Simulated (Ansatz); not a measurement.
# CH₄BCl (SMILES BCCl): one structure at several levels

How do the functionals fare away from a minimum? The structure is a structure displaced at random from a GFN2-xTB minimum.

Computed with Ansatz 0.2.0, Gaussian basis. Level: single points in def2-TZVPP.

Cores are frozen in the correlated methods.

**1. The system as given**

SMILES `BCCl`, 7 atoms, charge 0, spin multiplicity 1.

Atoms are counted from 1 here; the program's logs count them from 0.

Bond lengths: B1–C2 1.667 Å, B1–H4 1.046 Å, B1–H5 1.165 Å, C2–Cl3 1.830 Å, C2–H6 0.971 Å, C2–H7 1.161 Å. Angles: C2–B1–H4 124.5°, C2–B1–H5 118.3°, H4–B1–H5 117.0°, B1–C2–Cl3 110.6°, B1–C2–H6 108.8°, B1–C2–H7 103.9°, Cl3–C2–H6 113.6°, Cl3–C2–H7 104.8°, H6–C2–H7 114.7°.

Geometry (Å):

```xyz
7

B    -0.75740   -0.08680   -0.62430
C     0.53930   -0.23220    0.41250
Cl    1.32960    1.39570    0.68770
H    -1.36940   -0.88130   -0.92190
H    -0.94670    0.94500   -1.13010
H     1.14640   -0.90420    0.06290
H     0.05250   -0.50130    1.43170
```

**2. CCSD(T)/def2-TZVPP**

The input, run/in.yaml:

```yaml
crystal:
  periodic: [false, false, false]
  atoms:
    - {symbol: B, position_ang: [-0.757400, -0.086800, -0.624300]}
    - {symbol: C, position_ang: [0.539300, -0.232200, 0.412500]}
    - {symbol: Cl, position_ang: [1.329600, 1.395700, 0.687700]}
    - {symbol: H, position_ang: [-1.369400, -0.881300, -0.921900]}
    - {symbol: H, position_ang: [-0.946700, 0.945000, -1.130100]}
    - {symbol: H, position_ang: [1.146400, -0.904200, 0.062900]}
    - {symbol: H, position_ang: [0.052500, -0.501300, 1.431700]}
basis:
  gaussian: {orbitals: def2-TZVPP}
correlation: {method: ccsd_t}
output: {forces: true}
```

The command line of these runs was not kept.

**3. PBE0-D4/def2-TZVPP**

Changes to run/in.yaml since step 2:

```diff
@@ -12,3 +12,3 @@
   gaussian: {orbitals: def2-TZVPP}
-correlation: {method: ccsd_t}
-output: {forces: true}
+hamiltonian: {xc: pbe0, dispersion: d4}
+output: {forces: true, orbitals: {seedname: orbitals}}
```

**4. wB97M-V/def2-TZVPP**

Changes to run/in.yaml since step 3:

```diff
@@ -12,3 +12,3 @@
   gaussian: {orbitals: def2-TZVPP}
-hamiltonian: {xc: pbe0, dispersion: d4}
-output: {forces: true, orbitals: {seedname: orbitals}}
+hamiltonian: {xc: {name: wB97M-V}}
+output: {forces: true}
```

**5. r2SCAN-D4/def2-TZVPP**

Changes to run/in.yaml since step 4:

```diff
@@ -12,3 +12,3 @@
   gaussian: {orbitals: def2-TZVPP}
-hamiltonian: {xc: {name: wB97M-V}}
+hamiltonian: {xc: r2scan, dispersion: d4}
 output: {forces: true}
```

**6. PBE-D4/def2-TZVPP**

Changes to run/in.yaml since step 5:

```diff
@@ -12,3 +12,3 @@
   gaussian: {orbitals: def2-TZVPP}
-hamiltonian: {xc: r2scan, dispersion: d4}
+hamiltonian: {xc: pbe, dispersion: d4}
 output: {forces: true}
```

**7. SPW92/def2-TZVPP**

Changes to run/in.yaml since step 6:

```diff
@@ -12,3 +12,3 @@
   gaussian: {orbitals: def2-TZVPP}
-hamiltonian: {xc: pbe, dispersion: d4}
+hamiltonian: {xc: lda}
 output: {forces: true}
```

**8. wB97X-V/def2-TZVPP**

Changes to run/in.yaml since step 7:

```diff
@@ -12,3 +12,3 @@
   gaussian: {orbitals: def2-TZVPP}
-hamiltonian: {xc: lda}
+hamiltonian: {xc: {name: wB97X-V}}
 output: {forces: true}
```

(Steps that only read results are left out.)

What does the calculation give? Wanted: energy less free atoms, CCSD(T)/def2-TZVPP; RMS force component; RMS force error; HOMO and LUMO, PBE0-D4; T1 diagnostic.

The runs gave:

| quantity | value |
| --- | --- |
| energy less free atoms, CCSD(T)/def2-TZVPP | -2214.1 kJ/mol |
| RMS force component | 2.808 to 2.994 eV/Å over the methods |
| RMS force error | PBE0-D4 0.108, wB97M-V 0.072, r2SCAN-D4 0.082, PBE-D4 0.143, SPW92 0.304, wB97X-V 0.091 eV/Å |
| HOMO and LUMO, PBE0-D4 | -8.01 and -1.87 eV |
| T1 diagnostic | 0.009 |

Against CCSD(T) the functionals' energies less atoms differ by -355.3 to -64.1 kJ/mol, PBE-D4 by -94.0 kJ/mol. The reference is not at the basis limit: in triple zeta CCSD(T) underbinds, which counts against methods that bind more; the gaps are no ranking. For forces wB97M-V does best and SPW92 worst. Frozen-core CCSD(T) forces in triple zeta carry basis errors of their own, and this is one geometry, so small gaps rank nothing.
